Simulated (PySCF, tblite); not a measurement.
Compound: C4H4N2.
Numbering: `[N:1]#[C:2][CH2:3][CH2:4][C:5]#[N:6]` (hydrogens: H7, H8 on C3; H9, H10 on C4)

Geometry (GFN2-xTB, Å), atoms numbered from 1 in this order:
```
atom  x, y, z in Å
N1    -2.896   -0.396   -0.220
C2    -1.848    0.048   -0.130
C3    -0.511    0.576   -0.018
C4     0.512   -0.575    0.015
C5     1.849   -0.047    0.125
N6     2.899    0.394    0.214
H7    -0.318    1.231   -0.873
H8    -0.442    1.172    0.897
H9     0.321   -1.229    0.870
H10    0.442   -1.170   -0.900
```

Computed, not measured: PBE0/pcSseg-1 in PySCF (dipole) on a GFN2-xTB geometry, gas phase.

Take the most abundant isotopes and a rigid rotor. The values belong to one conformer with, in the numbering `[N:1]#[C:2][CH2:3][CH2:4][C:5]#[N:6]`, C2–C3–C4–C5 180°.

(1) What are A, B and C (cm⁻¹)?

(2) Classify the top.

(3) Is it planar, by Δ = Ic − Ia − Ib?

Answers

(1) Ia = 19.93, Ib = 330.36, Ic = 343.94 u·Å²; 505379 MHz·u·Å²/I gives 25357, 1530 and 1469 MHz, that is A = 0.84580, B = 0.05103, C = 0.04901 cm⁻¹.

(2) A near-prolate asymmetric top; Ray's κ = -0.995.

(3) Not planar: Δ = Ic − Ia − Ib = -6.35 u·Å². For a rigid frame Δ = −2 Σ m c², so Σ m c² = 3.18 u·Å² lies off the ab plane, practically all of it from hydrogen. The atom farthest from that plane is 0.89 Å away.

The point group C2h allows no dipole (computed: 0.01 D), so a rigid rotor has no electric-dipole lines.

Task: Estimate the classical rotational partition function at 200 K, 298.15 K and 500 K.

Result: Point group C2h, symmetry number σ = 2; q = (√π/σ)·√((kT/h)³/(ABC)), k/h = 20836.6 MHz/K: 31600 at 200 K, 57500 at 298.15 K, 125000 at 500 K.

Its GFN2-xTB frequencies are all real (lowest 62 cm⁻¹). Zero-point vibration and centrifugal distortion are left out. Quadrupole hyperfine structure (14N) is left out.
